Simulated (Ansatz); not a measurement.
**Worked example: InH4⁺, quintet against InH$_{4}$⁺, triplet**

Geometry (PBE0/def2-TZVP stationary point of a triplet), kept for both states:

```xyz
5

In    0.0000    0.0000    0.0000
H     0.7014    0.7153    1.4929
H    -0.7091   -0.7053    1.4940
H    -0.7064    0.7002   -1.4977
H     0.7142   -0.7103   -1.4892
```

Basis def2-SVP with its core potentials; Ansatz 0.2.0. Only valence electrons are correlated (noble-gas cores and the filled d shells of p-block atoms frozen). R marks a restricted (for open shells ROHF) determinant. No spin–orbit coupling is included; scalar relativity enters through the core potentials alone.

Full CI is exact within this basis and frozen core; it isn't the basis-set limit.

```tsv
level	E(InH4⁺, triplet) (hartree)	E(InH4⁺, quintet) (hartree)
RCCSD(T)	-191.137101	-190.902369
PBE	-192.021660	-191.798904
r2SCAN	-192.100214	-191.876199
full CI	-191.137950	-190.902805
```

**Question.** Give the vertical gap, InH4⁺ quintet less InH4⁺ triplet, at each level in eV (1 hartree = 27.2114 eV), and each error against full CI.

**Answer.** full CI: (-190.902805 − (-191.137950)) × 27.2114 = 6.399 eV (the reference)
r2SCAN: (-191.876199 − (-192.100214)) × 27.2114 = 6.096 eV, error -0.303 eV
PBE: (-191.798904 − (-192.021660)) × 27.2114 = 6.062 eV, error -0.337 eV
RCCSD(T): (-190.902369 − (-191.137101)) × 27.2114 = 6.387 eV, error -0.012 eV

Total energies of functionals can't be set beside those of wave-function methods, since they hold the core's correlation and their own absolute errors; only the differences compare.

In so small a basis the reference is far from its limit while semilocal and hybrid functionals are nearer theirs, so the functionals' errors here hold much of the reference's basis and frozen-core error, which can add to them or hide them.

Each level lands on the state that its own search finds. T1 diagnostics of restricted CCSD: 0.030 and 0.032.
